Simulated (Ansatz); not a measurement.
Appearance energy of a fragment ion: C2H3O2 → CO+ + CH3O + e⁻

Species: C2H3O2 `CO[C]=O`, doublet; CO+, doublet; CH3O `C[O]`, doublet. 

Shapes, held fixed at every level: PBE0-D4/def2-TZVP. Flexible molecules stand in one conformer, not always the lowest. Programs: Ansatz 0.2.0. Electronic energies: no zero-point or thermal term.

(1) Estimate ΔE of this reaction.

## Answers

(1) B2PLYP/def2-TZVPP gives ΔE = +14.90 eV; the levels span +12.90 to +16.05. The median of the levels is +15.01. No measured value is set beside it here. Spin contamination: CO+ (⟨S²⟩ up to 0.95). Open shells run unrestricted unless RO is named. The onset seen in experiment also holds zero-point changes and kinetic shifts. Times are processor times on shared x86 and Arm servers, and rough.

| level | kind | ΔE (eV) | CPU time (sum over the molecules) |
| --- | --- | --- | --- |
| HF/def2-SVP | Hartree–Fock | +13.01 | – |
| HF/def2-TZVPP | Hartree–Fock | +12.90 | – |
| SPW92/def2-TZVPP | LDA | +16.05 | 6.5 s |
| PBE-D4/def2-TZVPP | GGA | +15.15 | 14 s |
| r2SCAN-D4/def2-TZVPP | meta-GGA | +15.00 | 35 s |
| B3LYP-D4/def2-TZVPP | global hybrid | +15.11 | 21 s |
| wB97M-V/def2-TZVPP | range-separated hybrid | +15.03 | 63 s |
| B2PLYP/def2-TZVPP | double hybrid | +14.90 | 27 s |
